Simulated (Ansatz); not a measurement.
Compare A (`O=C(O)CS`) with its isomer B (`O=COCS`).

Gas-phase electronic energies from Ansatz, PBE0-D4/def2-TZVP geometries. CCSD(T)/CBS adds triple-zeta CCSD(T) − MP2 to the extrapolated MP2 energy (def2 sets, frozen cores). DFT in def2-TZVPP. B3LYP here is the variant with VWN-RPA as its local correlation; programs differ in this. Each species was taken in one conformer, which may not be the lowest.

Which is lower in electronic energy at CCSD(T)/CBS, and by how much? (An estimate is asked.)

Ansatz gave: A, by 62.5 kJ/mol.

Give E(B) − E(A) in kJ/mol with r2SCAN-D4, PBE0-D4, CCSD/def2-TZVPP, MP2/def2-TZVPP, PBE-D4, B3LYP, LDA (SPW92). (Estimate.)

Ansatz gave: r2SCAN-D4 61.3, PBE0-D4 64.1, CCSD/def2-TZVPP 61.7, MP2/def2-TZVPP 64.5, PBE-D4 59.7, B3LYP 56.2, LDA (SPW92) 61.9. None reverses the order clearly.

Does the order hold for the free energy at 298.15 K (harmonic terms from PBE0-D4)? (An estimate is asked.)

Computed: Yes: G(B) − G(A) = +59.7 kJ/mol, for one conformer each. Modes under 60 cm⁻¹, often nearly free rotors, make the harmonic entropy too high.

Largest T1 diagnostic: 0.015.

From BLYP to BHLYP (50 % exact exchange), in def2-TZVPP and without D4, E(B) − E(A) moves by +8.1 kJ/mol. Leaving LDA and LC-ωPBE aside and taking each functional with its dispersion term where it has one, the values, not all of them listed here, spread over 10.5 kJ/mol, from BLYP-D4 to PBE-QIDH. LDA lies +3.6 kJ/mol from PBE without D4.
